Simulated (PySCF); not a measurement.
hydrazine (H4N2), SMILES NN. The structure is a stationary point at B3LYP-D3(BJ)/def2-TZVP.

TDDFT-PBE/def2-TZVPD in PySCF puts the lowest singlet excitations at 5.41, 5.49, 6.22, 6.29, 7.21, 7.37 eV.

Q: What are the lowest excitation roots from PySCF with ADC(2)/aug-cc-pVDZ? (Estimate from the structure and the level; the computed values follow.)

A: 5.70, 5.83, 6.59, 6.71, 7.08, 7.08 eV. S1 differs by 0.30 eV (second minus first; roots are paired by order, and the bases may differ).
